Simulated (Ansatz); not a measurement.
We consider fcc Ir, described by r²SCANh (PAW; Ansatz, an electronic-structure program).

Numerical settings: plane-wave cutoff 520 eV, 14×14×14 k mesh, Fermi–Dirac smearing 0.05 eV, no spin polarisation, scalar-relativistic PAW data made under PBE.

Results at a series of volumes:

| V (Å³/atom) | E − E_lowest (meV/atom) | P (GPa) |
|---|---|---|
| 13.349 | 47.51 | 23.00 |
| 13.701 | 10.95 | 10.65 |
| 14.127 | 0.00 | -2.04 |
| 14.403 | 9.74 | -9.11 |
| 14.754 | 38.52 | -16.95 |

What bulk modulus B0 and pressure derivative B′ does a third-order Birch–Murnaghan fit give?

V0 = 14.053 Å³/atom, B0 = 394 GPa, B′ = 5.0 (fit to the energies at full precision).

Measured, for comparison: bulk modulus 365 GPa (corrected for temperature and zero-point phonon effects; as tabulated in Levämäki et al. (2014), arXiv:1402.3671); equilibrium volume per atom 14.06 Å³/atom (static lattice: zero-point anharmonic expansion removed; as tabulated in Mejia-Rodriguez and Trickey (2018), arXiv:1807.09216). Computed (rounded) less measured: bulk modulus +8 %, equilibrium volume per atom -0.1 %.

Spin–orbit coupling is not included.

Computing time: roughly 12 core-minutes.
